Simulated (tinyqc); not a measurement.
Worked calculation: CCD on RHF in the sto-3g basis, frozen core, for H2O, spin multiplicity 1. Computed by tinyqc, a small Python program that keeps every step (integrals from PySCF). Settings: charge = 0, multiplicity = 1, basis = sto-3g, method = RHF, frozen orbitals = 1, energy threshold = 1e-10, iteration cap = 75, orthogonalisation = canonical, start = Wolfsberg-Helmholz matrix, DIIS depth = 6, amplitude equations = CCD, DIIS depth for amplitudes = 4, cap on updates = 61. Command: `OMP_NUM_THREADS=1 python tinyqc.py 25260 25261 out.jsonl` (the two numbers bound the seeds that draw the settings). One thread of a shared host (Intel(R) Xeon(R) Processor @ 2.60GHz), about 0.08 s of CPU time with the checks. The early iterations of the SCF are left out here.

## One-electron integrals

Geometry (angstrom):
```
atom        x         y        z
O     0.00000   0.00000  0.00000
H     0.00000   0.73800  0.66000
H     0.00000  -0.73800  0.66000
```

Basis sto-3g: exponents (1/bohr^2) and contraction coefficients of normalised primitives:
```
element  l (shell)   exponent  coefficient
O            s (1)  130.70932      0.15433
O            s (1)   23.80886      0.53533
O            s (1)    6.44361      0.44463
O            s (2)    5.03315     -0.09997
O            s (2)    1.16960      0.39951
O            s (2)    0.38039      0.70012
O            p (3)    5.03315      0.15592
O            p (3)    1.16960      0.60768
O            p (3)    0.38039      0.39196
H            s (1)    3.42525      0.15433
H            s (1)    0.62391      0.53533
H            s (1)    0.16886      0.44463
```

Overlap, kinetic and nuclear-attraction integrals over the contracted functions; the nuclear repulsion is the sum of Za Zb / Rab.

nuclear repulsion = 8.9102519 hartree

overlap S:
```
          1O 1s    1O 2s   1O 2px    1O 2py   1O 2pz    2H 1s     3H 1s
1O 1s   1.00000  0.23670  0.00000   0.00000  0.00000  0.04992   0.04992
1O 2s   0.23670  1.00000  0.00000   0.00000  0.00000  0.45348   0.45348
1O 2px  0.00000  0.00000  1.00000   0.00000  0.00000  0.00000   0.00000
1O 2py  0.00000  0.00000  0.00000   1.00000  0.00000  0.28459  -0.28459
1O 2pz  0.00000  0.00000  0.00000   0.00000  1.00000  0.25451   0.25451
2H 1s   0.04992  0.45348  0.00000   0.28459  0.25451  1.00000   0.26573
3H 1s   0.04992  0.45348  0.00000  -0.28459  0.25451  0.26573   1.00000
```

kinetic energy T (hartree):
```
           1O 1s     1O 2s   1O 2px    1O 2py   1O 2pz     2H 1s     3H 1s
1O 1s   29.00320  -0.16801  0.00000   0.00000  0.00000  -0.00458  -0.00458
1O 2s   -0.16801   0.80813  0.00000   0.00000  0.00000   0.11339   0.11339
1O 2px   0.00000   0.00000  2.52873   0.00000  0.00000   0.00000   0.00000
1O 2py   0.00000   0.00000  0.00000   2.52873  0.00000   0.19350  -0.19350
1O 2pz   0.00000   0.00000  0.00000   0.00000  2.52873   0.17305   0.17305
2H 1s   -0.00458   0.11339  0.00000   0.19350  0.17305   0.76003   0.01177
3H 1s   -0.00458   0.11339  0.00000  -0.19350  0.17305   0.01177   0.76003
```

nuclear attraction V (hartree):
```
            1O 1s      1O 2s    1O 2px     1O 2py     1O 2pz     2H 1s     3H 1s
1O 1s   -61.68742   -7.43611   0.00000    0.00000   -0.01935  -1.61197  -1.61197
1O 2s    -7.43611  -10.10940   0.00000    0.00000   -0.23013  -3.65529  -3.65529
1O 2px    0.00000    0.00000  -9.95892    0.00000    0.00000   0.00000   0.00000
1O 2py    0.00000    0.00000   0.00000  -10.08759    0.00000  -2.03146   2.03146
1O 2pz   -0.01935   -0.23013   0.00000    0.00000  -10.06182  -1.89487  -1.89487
2H 1s    -1.61197   -3.65529   0.00000   -2.03146   -1.89487  -5.72276  -1.65119
3H 1s    -1.61197   -3.65529   0.00000    2.03146   -1.89487  -1.65119  -5.72276
```

core Hamiltonian H = T + V (hartree):
```
            1O 1s     1O 2s    1O 2px    1O 2py    1O 2pz     2H 1s     3H 1s
1O 1s   -32.68422  -7.60412   0.00000   0.00000  -0.01935  -1.61656  -1.61656
1O 2s    -7.60412  -9.30127   0.00000   0.00000  -0.23013  -3.54190  -3.54190
1O 2px    0.00000   0.00000  -7.43018   0.00000   0.00000   0.00000   0.00000
1O 2py    0.00000   0.00000   0.00000  -7.55885   0.00000  -1.83796   1.83796
1O 2pz   -0.01935  -0.23013   0.00000   0.00000  -7.53309  -1.72182  -1.72182
2H 1s    -1.61656  -3.54190   0.00000  -1.83796  -1.72182  -4.96273  -1.63942
3H 1s    -1.61656  -3.54190   0.00000   1.83796  -1.72182  -1.63942  -4.96273
```

## Two-electron integrals

Functions are numbered as in S; the eight-fold symmetry (ij|kl) = (ji|kl) = (kl|ij) leaves the list below.

Two-electron integrals (ij|kl) in chemists' order, unique and non-zero (hartree):
```
(11|11) 4.78507    (21|11) 0.74138    (21|21) 0.13687    (22|11) 1.11895
(22|21) 0.25663    (22|22) 0.81721    (31|31) 0.02448    (32|31) 0.03781
(32|32) 0.18052    (33|11) 1.11581    (33|21) 0.25668    (33|22) 0.81702
(33|33) 0.88016    (41|41) 0.02448    (42|41) 0.03781    (42|42) 0.18052
(43|43) 0.04744    (44|11) 1.11581    (44|21) 0.25668    (44|22) 0.81702
(44|33) 0.78527    (44|44) 0.88016    (51|51) 0.02448    (52|51) 0.03781
(52|52) 0.18052    (53|53) 0.04744    (54|54) 0.04744    (55|11) 1.11581
(55|21) 0.25668    (55|22) 0.81702    (55|33) 0.78527    (55|44) 0.78527
(55|55) 0.88016    (61|11) 0.15872    (61|21) 0.02905    (61|22) 0.05411
(61|33) 0.05400    (61|41) 0.00100    (61|42) 0.00187    (61|44) 0.05418
(61|51) 0.00089    (61|52) 0.00167    (61|54) 0.00016    (61|55) 0.05414
(61|61) 0.00625    (62|11) 0.38126    (62|21) 0.08852    (62|22) 0.31150
(62|33) 0.30625    (62|41) 0.00495    (62|42) 0.03759    (62|44) 0.31484
(62|51) 0.00442    (62|52) 0.03362    (62|54) 0.00768    (62|55) 0.31312
(62|61) 0.01915    (62|62) 0.14629    (63|31) 0.00932    (63|32) 0.05405
(63|43) 0.00784    (63|53) 0.00701    (63|63) 0.02099    (64|11) 0.20310
(64|21) 0.04777    (64|22) 0.17952    (64|33) 0.17135    (64|41) 0.01166
(64|42) 0.07460    (64|44) 0.19182    (64|51) 0.00210    (64|52) 0.01838
(64|54) 0.01130    (64|55) 0.17519    (64|61) 0.01079    (64|62) 0.10240
(64|64) 0.09186    (65|11) 0.18163    (65|21) 0.04272    (65|22) 0.16055
(65|33) 0.15324    (65|41) 0.00210    (65|42) 0.01838    (65|44) 0.15753
(65|51) 0.01119    (65|52) 0.07048    (65|54) 0.01167    (65|55) 0.17069
(65|61) 0.00965    (65|62) 0.09158    (65|64) 0.06338    (65|65) 0.07767
(66|11) 0.51676    (66|21) 0.12193    (66|22) 0.49159    (66|33) 0.47165
(66|41) 0.00893    (66|42) 0.09315    (66|44) 0.50456    (66|51) 0.00799
(66|52) 0.08330    (66|54) 0.02943    (66|55) 0.49797    (66|61) 0.02662
(66|62) 0.28892    (66|64) 0.23094    (66|65) 0.20653    (66|66) 0.77461
(71|11) 0.15872    (71|21) 0.02905    (71|22) 0.05411    (71|33) 0.05400
(71|41) -0.00100   (71|42) -0.00187   (71|44) 0.05418    (71|51) 0.00089
(71|52) 0.00167    (71|54) -0.00016   (71|55) 0.05414    (71|61) 0.00616
(71|62) 0.01860    (71|64) 0.00957    (71|65) 0.00939    (71|66) 0.02560
(71|71) 0.00625    (72|11) 0.38126    (72|21) 0.08852    (72|22) 0.31150
(72|33) 0.30625    (72|41) -0.00495   (72|42) -0.03759   (72|44) 0.31484
(72|51) 0.00442    (72|52) 0.03362    (72|54) -0.00768   (72|55) 0.31312
(72|61) 0.01860    (72|62) 0.12114    (72|64) 0.05810    (72|65) 0.07391
(72|66) 0.19933    (72|71) 0.01915    (72|72) 0.14629    (73|31) 0.00932
(73|32) 0.05405    (73|43) -0.00784   (73|53) 0.00701    (73|63) 0.01689
(73|73) 0.02099    (74|11) -0.20310   (74|21) -0.04777   (74|22) -0.17952
(74|33) -0.17135   (74|41) 0.01166    (74|42) 0.07460    (74|44) -0.19182
(74|51) -0.00210   (74|52) -0.01838   (74|54) 0.01130    (74|55) -0.17519
(74|61) -0.00957   (74|62) -0.05810   (74|64) -0.01137   (74|65) -0.03462
(74|66) -0.08373   (74|71) -0.01079   (74|72) -0.10240   (74|74) 0.09186
(75|11) 0.18163    (75|21) 0.04272    (75|22) 0.16055    (75|33) 0.15324
(75|41) -0.00210   (75|42) -0.01838   (75|44) 0.15753    (75|51) 0.01119
(75|52) 0.07048    (75|54) -0.01167   (75|55) 0.17069    (75|61) 0.00939
(75|62) 0.07391    (75|64) 0.03462    (75|65) 0.06130    (75|66) 0.13363
(75|71) 0.00965    (75|72) 0.09158    (75|74) -0.06338   (75|75) 0.07767
(76|11) 0.16231    (76|21) 0.03806    (76|22) 0.14598    (76|33) 0.14232
(76|44) 0.14485    (76|51) 0.00294    (76|52) 0.02684    (76|55) 0.15061
(76|61) 0.00817    (76|62) 0.06923    (76|64) 0.04166    (76|65) 0.04871
(76|66) 0.14346    (76|71) 0.00817    (76|72) 0.06923    (76|74) -0.04166
(76|75) 0.04871    (76|76) 0.04029    (77|11) 0.51676    (77|21) 0.12193
(77|22) 0.49159    (77|33) 0.47165    (77|41) -0.00893   (77|42) -0.09315
(77|44) 0.50456    (77|51) 0.00799    (77|52) 0.08330    (77|54) -0.02943
(77|55) 0.49797    (77|61) 0.02560    (77|62) 0.19933    (77|64) 0.08373
(77|65) 0.13363    (77|66) 0.35083    (77|71) 0.02662    (77|72) 0.28892
(77|74) -0.23094   (77|75) 0.20653    (77|76) 0.14346    (77|77) 0.77461
```

## Orthogonalisation

S = U s U^T; canonical form X = U s^(-1/2), so that X^T S X = 1. Each column of U has its largest component positive (the first on a tie).

eigenvalues of S: 0.36391  0.44329  0.87963  1.00000  1.10316  1.29097  1.91902

X:
```
               1         2         3        4         5         6        7
1O 1s   -0.31088   0.00000   0.75140  0.00000   0.62193   0.00000  0.14704
1O 2s    1.13777   0.00000  -0.31714  0.00000   0.32397   0.00000  0.41131
1O 2px   0.00000   0.00000   0.00000  1.00000   0.00000   0.00000  0.00000
1O 2py   0.00000   0.87997   0.00000  0.00000   0.00000   0.71324  0.00000
1O 2pz   0.57364   0.00000   0.65132  0.00000  -0.61908   0.00000  0.20959
2H 1s   -0.71682  -0.86067  -0.15401  0.00000  -0.12546   0.36462  0.37840
3H 1s   -0.71682   0.86067  -0.15401  0.00000  -0.12546  -0.36462  0.37840
```

## Iteration 7 (converged): orbitals

converged F (hartree):
```
            1O 1s     1O 2s    1O 2px    1O 2py    1O 2pz     2H 1s     3H 1s
1O 1s   -20.24693  -5.16447   0.00000   0.00000  -0.02882  -1.10690  -1.10690
1O 2s    -5.16447  -2.44212   0.00000   0.00000  -0.12159  -0.97250  -0.97250
1O 2px    0.00000   0.00000  -0.39482   0.00000   0.00000   0.00000   0.00000
1O 2py    0.00000   0.00000   0.00000  -0.29138   0.00000  -0.36996   0.36996
1O 2pz   -0.02882  -0.12159   0.00000   0.00000  -0.33875  -0.38625  -0.38625
2H 1s    -1.10690  -0.97250   0.00000  -0.36996  -0.38625  -0.54403  -0.39172
3H 1s    -1.10690  -0.97250   0.00000   0.36996  -0.38625  -0.39172  -0.54403
```

Diagonalise F' = X^T F X, C = X C', fill 5 alpha and 5 beta electrons from the bottom; D = 2 C_occ C_occ^T. Each column has its largest component positive (the first on a tie).

F' = X^T F X (hartree):
```
         1        2         3         4         5         6         7
1  0.13496  0.00000   1.69268   0.00000   1.22214   0.00000   0.16595
2  0.00000  0.66947   0.00000   0.00000   0.00000   0.12952   0.00000
3  1.69268  0.00000  -8.90440   0.00000  -8.96684   0.00000  -3.63091
4  0.00000  0.00000   0.00000  -0.39482   0.00000   0.00000   0.00000
5  1.22214  0.00000  -8.96684   0.00000  -9.87353   0.00000  -4.00669
6  0.00000  0.12952   0.00000   0.00000   0.00000  -0.57358   0.00000
7  0.16595  0.00000  -3.63091   0.00000  -4.00669   0.00000  -2.75555
```

orbital energies (hartree): MO1 -20.25558, MO2 -1.26101, MO3 -0.58693, MO4 -0.46800, MO5 -0.39482, MO6 0.58607, MO7 0.68282

coefficients C:
```
             MO1       MO2       MO3       MO4      MO5       MO6       MO7
1O 1s    0.99423  -0.23348   0.00000   0.10614  0.00000  -0.12409   0.00000
1O 2s    0.02578   0.84364   0.00000  -0.54786  0.00000   0.81036   0.00000
1O 2px   0.00000   0.00000   0.00000   0.00000  1.00000   0.00000   0.00000
1O 2py   0.00000   0.00000   0.61924   0.00000  0.00000   0.00000   0.94847
1O 2pz   0.00425   0.12591   0.00000   0.74432  0.00000   0.78139   0.00000
2H 1s   -0.00554   0.15520   0.45096   0.29901  0.00000  -0.76352  -0.81874
3H 1s   -0.00554   0.15520  -0.45096   0.29901  0.00000  -0.76352   0.81874
```

D after iteration 7:
```
           1O 1s     1O 2s   1O 2px    1O 2py    1O 2pz     2H 1s     3H 1s
1O 1s    2.10853  -0.45898  0.00000   0.00000   0.10765  -0.02001  -0.02001
1O 2s   -0.45898   2.02510  0.00000   0.00000  -0.60291  -0.06604  -0.06604
1O 2px   0.00000   0.00000  2.00000   0.00000   0.00000   0.00000   0.00000
1O 2py   0.00000   0.00000  0.00000   0.76693   0.00000   0.55850  -0.55850
1O 2pz   0.10765  -0.60291  0.00000   0.00000   1.13978   0.48415   0.48415
2H 1s   -0.02001  -0.06604  0.00000   0.55850   0.48415   0.63377  -0.17967
3H 1s   -0.02001  -0.06604  0.00000  -0.55850   0.48415  -0.17967   0.63377
```

## Convergence

Stop when the energy changes by less than 1e-10 hartree and every element of the error matrix X^T (F D S - S D F) X is below 3e-06.

Course of the cycle:
```
iteration  E (hartree)     change  largest element of the error matrix
1          -74.6159319          -                             6.76e-01
2          -74.9467893  -3.31e-01                             1.61e-01
3          -74.9640359  -1.72e-02                             3.60e-02
4          -74.9652329  -1.20e-03                             6.53e-03
5          -74.9652934  -6.05e-05                             1.15e-03
6          -74.9652961  -2.72e-06                             9.56e-06
7          -74.9652961  -6.05e-11                             1.51e-07
```

PySCF RHF in the same basis = -74.9652961 hartree

Converged in 7 iterations.

## Integrals over molecular orbitals

(pq|rs) = sum C_ip C_jq C_kr C_ls (ij|kl), one index at a time.

one-electron integrals over orbitals h = C^T H C (hartree):
```
           1         2         3         4         5         6         7
1  -32.66692   0.55755   0.00000  -0.24217   0.00000   0.28380   0.00000
2    0.55755  -7.64669   0.00000   0.47153   0.00000  -1.34749   0.00000
3    0.00000   0.00000  -6.30321   0.00000   0.00000   0.00000  -1.69410
4   -0.24217   0.47153   0.00000  -6.86220   0.00000  -1.16318   0.00000
5    0.00000   0.00000   0.00000   0.00000  -7.43018   0.00000   0.00000
6    0.28380  -1.34749   0.00000  -1.16318   0.00000  -5.40458   0.00000
7    0.00000   0.00000  -1.69410   0.00000   0.00000   0.00000  -5.54629
```

Two-electron integrals over orbitals (pq|rs), unique and non-zero (hartree); the lowest 1 orbital is frozen and left out:
```
(22|22) 0.72819    (32|32) 0.14076    (33|22) 0.64269    (33|33) 0.62774
(42|22) -0.00169   (42|33) 0.00538    (42|42) 0.12482    (43|32) 0.02016
(43|43) 0.05016    (44|22) 0.66693    (44|33) 0.59179    (44|42) -0.10144
(44|44) 0.75407    (52|52) 0.14500    (53|53) 0.02861    (54|52) -0.04863
(54|54) 0.05513    (55|22) 0.74779    (55|33) 0.62647    (55|42) -0.07527
(55|44) 0.71539    (55|55) 0.88016    (62|22) 0.14247    (62|33) 0.07782
(62|42) 0.02170    (62|44) 0.07716    (62|55) 0.15458    (62|62) 0.10183
(63|32) -0.03350   (63|43) -0.02925   (63|63) 0.06639    (64|22) 0.10158
(64|33) 0.04656    (64|42) -0.04494   (64|44) 0.12851    (64|55) 0.12779
(64|62) 0.05896    (64|64) 0.08050    (65|52) 0.05599    (65|54) 0.00016
(65|65) 0.03751    (66|22) 0.61842    (66|33) 0.57139    (66|42) 0.05371
(66|44) 0.55438    (66|55) 0.59421    (66|62) 0.10096    (66|64) 0.04743
(66|66) 0.60237    (72|32) 0.04173    (72|43) -0.03602   (72|63) 0.03493
(72|72) 0.06252    (73|22) 0.13887    (73|33) 0.08954    (73|42) -0.08191
(73|44) 0.15047    (73|55) 0.19086    (73|62) 0.07401    (73|64) 0.08831
(73|66) 0.04003    (73|73) 0.15662    (74|32) -0.07896   (74|43) -0.00228
(74|63) 0.04549    (74|72) -0.01551   (74|74) 0.07234    (75|53) 0.02360
(75|75) 0.02383    (76|32) 0.09261    (76|43) 0.05095    (76|63) -0.05891
(76|72) -0.01140   (76|74) -0.05960   (76|76) 0.11092    (77|22) 0.61797
(77|33) 0.60479    (77|42) -0.01166   (77|44) 0.59598    (77|55) 0.61569
(77|62) 0.06570    (77|64) 0.04161    (77|66) 0.56653    (77|73) 0.08523
(77|77) 0.61069
```

## CCD: starting amplitudes

t_ij^ab = <ij||ab> / (e_i + e_j - e_a - e_b), whose energy is MP2.

Starting amplitudes (spin orbitals 1a, 1b, ...; amplitudes related by a flip of all spins are not repeated):
```
from      to         t
3a 3b  7a 7b  -0.06167
4a 4b  6a 6b  -0.03819
3a 4b  6b 7a   0.03800
4a 4b  7a 7b  -0.03143
3a 3b  6a 6b  -0.02830
2a 2b  6a 6b  -0.02756
2a 3b  6a 7b  -0.02374
2a 4b  6a 6b  -0.02032
3a 4b  6a 7b  -0.01957
5a 5b  6a 6b  -0.01912
3a 4a  6a 7a   0.01843
2a 2b  7a 7b  -0.01608
2a 3a  6a 7a  -0.01254
2a 3b  6b 7a   0.01121
5a 5b  7a 7b  -0.01106
2a 4b  7a 7b   0.00501
```

correlation energy = -0.0395781 hartree

## CCD: amplitude update 1

t_ij^ab D_ij^ab are set to the remaining terms of the spin-orbital equations, evaluated with the old amplitudes; for the doubles these are <ij||ab> + 1/2 <ab||ef> t_ij^ef + 1/2 <mn||ij> t_mn^ab + P(ij)P(ab) <mb||ej> t_im^ae + terms in t^2, D the orbital-energy denominators.

Amplitudes after update 1 (spin orbitals 1a, 1b, ...; amplitudes related by a flip of all spins are not repeated):
```
from      to         t
3a 3b  7a 7b  -0.07824
3a 4b  6b 7a   0.04865
4a 4b  6a 6b  -0.04710
4a 4b  7a 7b  -0.04085
3a 3b  6a 6b  -0.03847
2a 2b  6a 6b  -0.03169
2a 3b  6a 7b  -0.02962
3a 4b  6a 7b  -0.02950
2a 4b  6a 6b  -0.02825
5a 5b  6a 6b  -0.02375
3a 4a  6a 7a   0.01915
2a 2b  7a 7b  -0.01744
2a 3b  6b 7a   0.01738
2a 3a  6a 7a  -0.01223
5a 5b  7a 7b  -0.01180
2a 4b  7a 7b   0.00410
```

correlation energy = -0.0499724 hartree

## CCD: amplitude update 2

As before.

Amplitudes after update 2 (spin orbitals 1a, 1b, ...; amplitudes related by a flip of all spins are not repeated):
```
from      to         t
3a 3b  7a 7b  -0.08344
3a 4b  6b 7a   0.05196
4a 4b  6a 6b  -0.05001
4a 4b  7a 7b  -0.04396
3a 3b  6a 6b  -0.04213
3a 4b  6a 7b  -0.03403
2a 2b  6a 6b  -0.03237
2a 4b  6a 6b  -0.03116
2a 3b  6a 7b  -0.03107
5a 5b  6a 6b  -0.02520
2a 3b  6b 7a   0.01999
3a 4a  6a 7a   0.01794
2a 2b  7a 7b  -0.01718
5a 5b  7a 7b  -0.01136
2a 3a  6a 7a  -0.01108
2a 4b  7a 7b   0.00329
```

correlation energy = -0.0531031 hartree

## CCD: amplitude update 3

t_ij^ab D_ij^ab are set to the remaining terms of the spin-orbital equations, evaluated with the old amplitudes; for the doubles these are <ij||ab> + 1/2 <ab||ef> t_ij^ef + 1/2 <mn||ij> t_mn^ab + P(ij)P(ab) <mb||ej> t_im^ae + terms in t^2, D the orbital-energy denominators. DIIS then mixes the stored amplitudes.

DIIS coefficients: -0.62548  1.62548

Amplitudes after update 3 (spin orbitals 1a, 1b, ...; amplitudes related by a flip of all spins are not repeated):
```
from      to         t
3a 3b  7a 7b  -0.08653
3a 4b  6b 7a   0.05381
4a 4b  6a 6b  -0.05198
4a 4b  7a 7b  -0.04568
3a 3b  6a 6b  -0.04419
3a 4b  6a 7b  -0.03724
2a 4b  6a 6b  -0.03297
2a 2b  6a 6b  -0.03260
2a 3b  6a 7b  -0.03169
5a 5b  6a 6b  -0.02608
2a 3b  6b 7a   0.02167
2a 2b  7a 7b  -0.01680
3a 4a  6a 7a   0.01656
5a 5b  7a 7b  -0.01079
2a 3a  6a 7a  -0.01003
2a 4b  7a 7b   0.00270
```

correlation energy = -0.0548502 hartree

## CCD: convergence

E_corr = 1/4 sum <ij||ab> t_ij^ab; stop when the norm of the change is below 1e-8.

Course of the amplitude iterations:
```
update  correlation energy (hartree)  norm of the change
0                         -0.0395781                   -
1                         -0.0499724            7.17e-02
2                         -0.0531031            2.58e-02
3                         -0.0548502            1.02e-02
4                         -0.0548428            9.08e-04
5                         -0.0548454            2.18e-04
6                         -0.0548452            1.66e-05
7                         -0.0548452            4.68e-06
8                         -0.0548452            5.62e-07
9                         -0.0548453            1.24e-07
10                        -0.0548453            3.79e-08
11                        -0.0548453            1.26e-08
12                        -0.0548453            2.68e-09
```

Converged amplitudes (spin orbitals 1a, 1b, ...; amplitudes related by a flip of all spins are not repeated):
```
from      to         t
3a 3b  7a 7b  -0.08671
3a 4b  6b 7a   0.05374
4a 4b  6a 6b  -0.05232
4a 4b  7a 7b  -0.04550
3a 3b  6a 6b  -0.04391
3a 4b  6a 7b  -0.03750
2a 4b  6a 6b  -0.03308
2a 2b  6a 6b  -0.03258
2a 3b  6a 7b  -0.03161
5a 5b  6a 6b  -0.02612
2a 3b  6b 7a   0.02170
2a 2b  7a 7b  -0.01674
3a 4a  6a 7a   0.01624
5a 5b  7a 7b  -0.01065
2a 3a  6a 7a  -0.00991
2a 4b  7a 7b   0.00272
```

CCD total energy = -75.0201414 hartree

Converged in 12 updates, with DIIS from the third.
